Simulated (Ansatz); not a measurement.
One geometry of `F[C]F`, several functionals.

```yaml
crystal:
  periodic: [false, false, false]
  atoms:
    - {symbol: F, position_ang: [0.316329, 0.971416, 0.281613]}
    - {symbol: C, position_ang: [0.382310, -0.318501, 0.175141]}
    - {symbol: F, position_ang: [-0.698640, -0.652915, -0.456754]}
basis:
  gaussian: {orbitals: def2-TZVPP}
hamiltonian: {xc: {name: r2SCAN0}, dispersion: d4}
output: {orbitals: {seedname: orbitals}}
```

```sh
$ ansatz run in.yaml --threads 2 --pin off --events-out ev --progress --plain --max-ram 32768MiB --backend cpu
```

It prints (some lines left out):

```
Functional definition: r2SCAN0
492 factors; their error is unknown
mean field evaluation 1: about -6466.3709 eV, gradient 2.6e1 eV
mean field evaluation 2: about -6465.7748 eV, gradient 3.3e1 eV
mean field evaluation 4: about -6467.1954 eV, gradient 4.4e-1 eV
mean field evaluation 8: about -6467.2241 eV, gradient 1.6e-3 eV
mean field -6467.22412685 eV, -237.6661030199 hartree, gradient 6.2e-6 eV, S^2 0.000000; 0 other end points of the search recorded, 0 dependent functions left out
reference -6467.22413133 eV, -237.6661031845 hartree; 12, 12 occupied and 81, 81 virtual orbitals, 492 factors
Total energy: -6467.22957485 eV, -237.6663032300 hartree
```

Run time 1.6 s (2 threads of a server CPU on a shared host); peak host memory 0.21 GiB.

Changing it to `hamiltonian: {xc: {name: LC-wPBE}}` (abridged; 1.2 s):

```
Functional definition: LC-wPBE
mean field evaluation 16: about -6467.2791 eV, gradient 5.6e-5 eV
mean field -6467.27905916 eV, -237.6681217448 hartree, gradient 1.9e-5 eV, S^2 0.000000
Total energy: -6467.27905916 eV, -237.6681217449 hartree
```

With the line `hamiltonian: {xc: {name: B3LYP}, dispersion: d4}` and forces (abridged; 1.3 s):

```
Functional definition: B3LYP
mean field evaluation 16: about -6471.0494 eV, gradient 1.1e-5 eV
mean field -6471.04944297 eV, -237.8066807943 hartree, gradient 1.1e-5 eV, S^2 0.000000
Total energy: -6471.08337606 eV, -237.8079278124 hartree
Atom 0 force     0.026249     0.372922     0.055725 eV/Å
Atom 1 force     0.271969    -0.226576     0.124592 eV/Å
Atom 2 force    -0.298217    -0.146346    -0.180317 eV/Å
Dipole moment:    -0.100632     0.083836    -0.046101 e Å
```

The same input with `hamiltonian: {xc: {name: B97M-V}}` (abridged; 2.5 s):

```
Functional definition: B97M-V
mean field evaluation 16: about -6469.1175 eV, gradient 2.9e-6 eV
mean field -6469.11747863 eV, -237.7356824144 hartree, gradient 2.8e-6 eV, S^2 0.000000
Total energy: -6469.11750782 eV, -237.7356834870 hartree
```

With the line `hamiltonian: {xc: {name: PBE-QIDH}}` (abridged; 1.9 s):

```
Functional definition: PBE-QIDH
mean field evaluation 16: about -6457.3027 eV, gradient 1.6e-6 eV
mean field -6457.30267064 eV, -237.3014962292 hartree, gradient 1.5e-6 eV, S^2 0.000000
3 core orbitals not correlated: weight in the atoms' cores, before any rotation towards them, 1.000 or more for the frozen orbitals, at most 0.000 for the correlated occupied ones
second order -19.14199828 eV of doubles, -0.00000000 eV of singles
Total energy: -6463.68334274 eV, -237.5359816037 hartree
```

The same input with `hamiltonian: {xc: {name: BHLYP}, dispersion: d4}` (abridged; 1 s):

```
Functional definition: BHLYP
mean field -6468.40550556 eV, -237.7095178865 hartree, gradient 5.9e-5 eV, S^2 0.000000
Total energy: -6468.42739094 eV, -237.7103221594 hartree
```

B3LYP takes the VWN-RPA correlation (the form of Gaussian; ORCA's B3LYP/G).
